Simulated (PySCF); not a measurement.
**How well do the runs reproduce experiment for C3H7F?**

**What was measured.**

From NIST CCCBDB Release 22 (SRD 101), experimental dipoles, for the gas: dipole moment 1.956 D.

The runs below try to reproduce these values; the comparison stands at the end.

Compound: C3H7F.
Atom-mapped SMILES: `[CH3:1][CH:2]([CH3:3])[F:4]` (hydrogens: H5, H6, H7 on C1; H8 on C2; H9, H10, H11 on C3)

Structure used (GFN2-xTB), in Å, numbered top down from 1:
```xyz
11
C3H7F angstrom
C     -1.1902   -0.4511    0.2131
C     -0.1170    0.5353   -0.2196
C      1.2872   -0.0360   -0.1034
F     -0.2027    1.6623    0.5848
H     -1.0134   -0.7633    1.2395
H     -1.1694   -1.3240   -0.4324
H     -2.1724    0.0109    0.1540
H     -0.3066    0.8946   -1.2401
H      1.4793   -0.3441    0.9216
H      1.3880   -0.8956   -0.7592
H      2.0227    0.7136   -0.3842
```

The PySCF runs (gas phase, on this GFN2-xTB geometry; no spin–orbit coupling):

```tsv
level	job	basis functions	wall time
PBE0/def2-SVPD	8 singlets by full TDDFT, 3 Tamm–Dancoff triplets, polarisability	139	11 s
```

Hardware: one thread of an Arm Neoverse V1 (shared host).

**Comparison with experiment**

**Dipole moment.** Measured: 1.956 D (NIST CCCBDB Release 22 (SRD 101), experimental dipoles).

| level | computed (D) | computed − measured (D) | % (from the printed values) |
| --- | --- | --- | --- |
| PBE0/def2-SVPD | 1.951 | -0.005 | 0 |

The computed dipoles belong to one fixed geometry; measured ones are averaged over vibrations unless marked μe. Magnitudes are compared, not signs.

No measured geometry was used, and the causes of the misses weren't examined.
